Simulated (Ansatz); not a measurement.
## What a trial cell of RhCl relaxes into

Level of theory: DFT PBE, scalar-relativistic, plane waves, PAW (Ansatz 0.2.0). Cutoff 420 eV, Γ-centred k mesh, Gaussian smearing, no spin polarisation in the final step.

RhCl was placed on the caesium chloride structure type (Pm-3m, No. 221), with Rh in place of Cs, at a guessed volume.

```
CELL_PARAMETERS angstrom
3.41338 0.00000 0.00000
0.00000 3.41338 0.00000
0.00000 0.00000 3.41338
ATOMIC_POSITIONS crystal
Rh 0.00000 0.00000 0.00000
Cl 0.50000 0.50000 0.50000
```

Steps on the 6×6×6 mesh (2 atoms). 5 of 6 steps are shown, and the free energy counts from the last. Trial steps that were taken back and renewals of the plane-wave basis can be among the rows.

| step | ΔF (meV/atom) | V (Å³/atom) | P (GPa) |
| --- | --- | --- | --- |
| 1 | 149.7 | 19.88 | -9.32 |
| 2 | 25.0 | 17.12 | -4.34 |
| 3 | -0.3 | 15.27 | 1.23 |
| 5 | -0.9 | 15.45 | -0.03 |
| 6 | 0.0 | 15.45 | -0.04 |

A final relaxation ran on a 18×18×18 mesh. The relaxed crystal, Pm-3m (No. 221):

```
Rh Cl
1.0
     3.14186    0.00000    0.00000
     0.00000    3.14186    0.00000
     0.00000    0.00000    3.14186
Rh Cl
1 1
Direct
  0.00000 0.00000 0.00000
  0.50000 0.50000 0.50000
```

```yaml
Volume_per_atom: 15.51 Å³
Density: 7.41 g/cm³
Energy_over_the_elements: 0.62 eV/atom
Gap_on_the_18×18×18_mesh: 0 eV (a metal)
```

Energies over the elements count from the elements' standard structures at the same level (Cl₂ as a molecule), with no empirical corrections.

The final run used a 18×18×18 mesh on its 2-atom cell and 0.10 eV smearing. For metals, differences of a few meV/atom aren't resolved.

Symmetry constrained the relaxation, so the result can be a saddle point.

Cost: 3 runs of about 1 core-minutes in all, on Arm Neoverse N1 (shared hosts).